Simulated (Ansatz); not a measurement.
Reaction: C5H6 (ethynylcyclopropane, SMILES C1CC1C#C) → C2H (SMILES C#[C], doublet) + C3H5 (SMILES [CH]1CC1, doublet) (the C-C bond breaks)
Each species at its own B3LYP-D3(BJ)/def2-TZVP minimum (Ansatz, an electronic-structure program).

Quantity: bond dissociation energy (electronic), in kJ/mol. UHF or UKS for unpaired electrons; spin-orbit terms are left out. CBS(X,Y): correlation extrapolated as X^-3, Hartree-Fock from the larger set. A bracket is a step between two methods taken in the basis named. The functionals are non-relativistic, so their misses hold any scalar relativity. Double hybrids freeze cores in their MP2 part. 'core' is core correlation in cc-pwCVTZ, 'X2C' scalar relativity in cc-pVTZ-DK, both at CCSD(T). The UHF reference of C2H ([C]#C, doublet) is spin-contaminated (<S^2> up to 0.36 over the pure value in the sets run).

CCSD(T)/CBS(cc-pVTZ,cc-pVQZ) + [CCSDT(Q) - CCSD(T)]/cc-pVDZ + core + X2C (Ansatz) gives 582.9 kJ/mol.

Question: What does PBE/def2-TZVPD (Ansatz) give here, and how do the other levels compare?

Answer: PBE gives 579.7 kJ/mol, 3.2 kJ/mol below it. Differences of the others: r2SCAN/def2-TZVPD (Ansatz) -26.7; PBE0/def2-TZVPD (Ansatz) -4.7; wB97M-V/def2-TZVPD (Ansatz) 13.2; B2PLYP/def2-TZVPD (Ansatz) -2.0; CCSD(T)/CBS(cc-pVTZ,cc-pVQZ) + core + X2C (Ansatz) 3.6 kJ/mol.
